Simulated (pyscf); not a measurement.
Four-centre exchange: F–Si:–F [singlet] + F–Si(F)(F)–F -> F–Si(F)(F)–F + F–Si:–F [singlet]

Gas phase, singlet surface, charge 0. Bonds broken: F1–Si2, F4–Si5. Bonds formed: F1–Si5, Si2–F4. PySCF, gas phase, ωB97X-D3(BJ)/def2-SVP geometries.

Transition state (Å):

```xyz
8

F      0.0594    -0.1867     0.7827
Si    -1.5824    -0.6185     1.6124
F     -1.4268    -2.1885     1.2150
F     -1.9250    -0.1384    -0.1799
Si    -0.3204     0.2514    -0.9361
F     -0.3794     1.8349    -0.7420
F      1.1830    -0.1992    -1.2838
F     -0.9943    -0.1524    -2.3385
```

One imaginary mode, 85i cm⁻¹; descent along it reached the two sides named.

```tsv
bond	change	reactant side (Å)	saddle	product side
F1–Si2	breaks	1.654	1.889	2.571
F4–Si5	breaks	1.614	1.816	2.7
F1–Si5	forms	2.7	1.814	1.614
Si2–F4	forms	2.570	1.887	1.653
```

Electronic energies relative to the separated reactants (kcal/mol):

| level | barrier | reaction energy | reverse barrier |
|---|---|---|---|
| ωB97X-D3(BJ)/def2-TZVP | 13.2 | 0.0 | 13.2 |
| PBE/def2-TZVP | 16.1 | 0.0 | 16.1 |
| r²SCAN/def2-TZVP | 13.7 | 0.0 | 13.7 |
| B3LYP-D3(BJ)/def2-TZVP | 16.4 | 0.0 | 16.4 |
| PBE0-D3(BJ)/def2-TZVP | 14.5 | 0.0 | 14.5 |
| M06-2X/def2-TZVP | 13.6 | 0.0 | 13.6 |
| ωB97M-D3(BJ)/def2-TZVP | 14.9 | 0.0 | 14.9 |
| HF/def2-TZVP | 27.7 | 0.0 | 27.7 |

With ωB97M-D3(BJ)/def2-TZVP energies and thermal terms (ideal gas, 1 atm, RRHO with modes under 100 cm⁻¹ raised to 100, one conformer, R ln 2 for chiral ones without a mode under 150 cm⁻¹), in kcal/mol:

```tsv
T (K)	ΔH‡	ΔG‡	ΔH	ΔG
298	15.3	27.5	0.0	0.0
600	15.9	39.5	0.0	0.0
900	16.5	51.2	0.0	0.0
1200	17.2	62.7	0.0	0.0
```

This is the saddle that the search found; another between the same sides may lie lower.
